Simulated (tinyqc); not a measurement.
Inside a calculation. Method: extended Hueckel theory, for HF. Computed by tinyqc, a small Python program that keeps every step (integrals from PySCF). Settings: charge = 0, K = 1.75, weighted = 1, multiplicity = 1. Command: `OMP_NUM_THREADS=1 python tinyqc.py 20662 20663 out.jsonl` (the two numbers bound the seeds that draw the settings). One thread of a shared host (Intel(R) Xeon(R) Processor @ 2.60GHz), about 0.01 s of CPU time with the checks.

## Overlaps

Geometry (angstrom):
```
atom         x         y         z
F     0.000000  0.000000  0.000000
H     0.000000  0.000000  1.056000
```

Parameters chosen for this run:
```
element  shell  Slater exponent   H_ii (eV)
H           1s         1.300000  -13.600000
F           2s         2.425000  -40.000000
F           2p         2.425000  -18.100000
```

Slater orbitals, each expanded in six Gaussians scaled to its exponent.

overlap S:
```
           1F 2s    1F 2px    1F 2py    1F 2pz     2H 1s
1F 2s   1.000000  0.000000  0.000000  0.000000  0.373463
1F 2px  0.000000  1.000000  0.000000  0.000000  0.000000
1F 2py  0.000000  0.000000  1.000000  0.000000  0.000000
1F 2pz  0.000000  0.000000  0.000000  1.000000  0.324306
2H 1s   0.373463  0.000000  0.000000  0.324306  1.000000
```

## Wolfsberg-Helmholz matrix

diagonal H_ii (eV): 1F 2s -40.000000, 1F 2px -18.100000, 1F 2py -18.100000, 1F 2pz -18.100000, 2H 1s -13.600000

K = 1.750000

H_ij = K' S_ij (H_ii + H_jj)/2 for i != j (the diagonal keeps H_ii), with K' = K + D^2 + D^4 (1 - K), D = (H_ii - H_jj)/(H_ii + H_jj), K = 1.75.

H (eV):
```
             1F 2s      1F 2px      1F 2py      1F 2pz       2H 1s
1F 2s   -40.000000    0.000000    0.000000    0.000000  -19.501700
1F 2px    0.000000  -18.100000    0.000000    0.000000    0.000000
1F 2py    0.000000    0.000000  -18.100000    0.000000    0.000000
1F 2pz    0.000000    0.000000    0.000000  -18.100000   -9.097453
2H 1s   -19.501700    0.000000    0.000000   -9.097453  -13.600000
```

## Orbitals

valence electrons = 8

Solve H C = S C e through S^(-1/2); fill by pairs from the bottom, a degenerate level sharing its electrons equally; each orbital has its largest coefficient positive (the first on a tie).

orbital energies (eV): -40.701863  -18.814519  -18.100000  -18.100000  0.601398

occupations: 2.000000  2.000000  2.000000  2.000000  0.000000

coefficients:
```
              MO1        MO2        MO3       MO4        MO5
1F 2s    0.934026  -0.127875   0.000000  0.000000  -0.543960
1F 2px   0.000000   0.000000  -0.371057  0.928610   0.000000
1F 2py   0.000000   0.000000   0.928610  0.371057   0.000000
1F 2pz  -0.027665   0.910488   0.000000  0.000000  -0.556314
2H 1s    0.152418   0.217158   0.000000  0.000000   1.119598
```

sum of one-electron energies = -191.432763 eV

Within a degenerate level the vectors are fixed only up to a rotation; this is one choice.

## Mulliken analysis

P = C n C^T; charge = valence electrons (H 1, F 7) minus the sum of (P S)_ii on the atom; overlap population = 2 sum P_ij S_ij between two atoms.

charges: 1F -0.648122, 2H 0.648122

Overlap populations:
```
pair     value
2-1   0.422202
```
